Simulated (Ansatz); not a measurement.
Molecular dynamics, step by step

C2H4F, doublet, CAM-B3LYP-D4/pcseg-2 (Ansatz 0.2.0). Settings (timestep in fs, temperature in K; T counts 15 degrees of freedom):

```yaml
hamiltonian: {xc: {name: CAM-B3LYP}, dispersion: d4}
md: {n_steps: 60, timestep: 0.5, temperature: 1500, ensemble: nve, seed: 290, initial_velocities: maxwell_boltzmann}
```

Start, the saddle point found with PBE0-D4 in triple zeta (not stationary at another level):

C1  (0.185, -0.364, 0.430)
C2  (-0.005, -0.084, -0.851)
F3  (0.844, 0.678, -1.540)
H4  (-0.738, 1.235, 1.525)
H5  (-0.512, -1.018, 0.935)
H6  (1.079, -0.047, 0.949)
H7  (-0.853, -0.400, -1.449)
(Å)

```csv
step,time (fs),potential energy less the start (meV),kinetic energy (meV),T (K)
0,0.00,0.0,969.5,1500
4,2.00,329.6,645.4,999
8,4.00,502.0,473.2,732
12,6.00,462.1,509.0,788
16,8.00,731.7,246.3,381
20,10.00,323.1,648.8,1004
24,12.00,-15.6,992.6,1536
28,14.00,-938.8,1912.0,2958
32,16.00,-1116.4,2056.1,3181
36,18.00,-820.1,1765.0,2731
40,20.00,-856.2,1826.1,2826
44,22.00,265.8,709.3,1097
48,24.00,724.0,254.1,393
52,26.00,-94.3,1070.1,1656
56,28.00,-1536.5,2497.9,3865
60,30.00,-421.4,1390.6,2152
```

Step 40, positions (Å) and forces (eV/Å):

```csv
atom,x,y,z,Fx,Fy,Fz
C1,0.136,-0.260,0.562,-1.379,5.268,-2.878
C2,-0.009,-0.131,-0.996,-2.062,-3.257,3.797
F3,0.827,0.680,-1.488,2.368,2.517,-1.691
H4,-0.189,0.905,0.965,0.668,-3.555,-0.419
H5,-0.190,-1.094,1.067,-2.105,-1.481,0.838
H6,1.145,-0.364,0.741,2.623,0.445,0.243
H7,-0.837,-0.413,-1.628,-0.113,0.063,0.110
```

Step 48, positions (Å) and forces (eV/Å):

```tsv
atom	x	y	z	Fx	Fy	Fz
C1	0.143	-0.247	0.557	0.641	0.235	-0.839
C2	0.009	-0.145	-1.005	-3.296	-3.452	3.969
F3	0.813	0.676	-1.480	3.402	3.412	-2.131
H4	-0.282	1.181	1.095	1.210	-4.115	-1.000
H5	-0.292	-1.227	1.061	0.013	2.640	-1.049
H6	1.299	-0.468	0.711	-2.265	1.356	-0.016
H7	-0.834	-0.343	-1.701	0.295	-0.076	1.066
```

Step 52, positions (Å) and forces (eV/Å):

| atom | x | y | z | Fx | Fy | Fz |
| --- | --- | --- | --- | --- | --- | --- |
| C1 | 0.148 | -0.236 | 0.549 | -0.170 | 0.633 | -0.350 |
| C2 | 0.002 | -0.170 | -0.991 | -1.222 | -1.488 | 3.134 |
| F3 | 0.817 | 0.684 | -1.483 | 2.305 | 2.168 | -1.431 |
| H4 | -0.260 | 1.079 | 1.106 | 1.287 | -4.132 | -1.348 |
| H5 | -0.363 | -1.175 | 1.012 | 0.408 | 2.198 | -0.689 |
| H6 | 1.287 | -0.448 | 0.697 | -2.022 | 1.041 | 0.134 |
| H7 | -0.815 | -0.309 | -1.682 | -0.585 | -0.421 | 0.550 |

Last step (60):

C1  (0.152, -0.206, 0.527)
C2  (-0.018, -0.227, -0.937)
F3  (0.835, 0.711, -1.495)
H4  (-0.101, 0.509, 0.997)
H5  (-0.486, -0.920, 0.881)
H6  (1.138, -0.332, 0.699)
H7  (-0.861, -0.292, -1.597)
(Å)

The run took about 3.2 min on 2 CPU threads of an Arm Neoverse V2 (shared host).
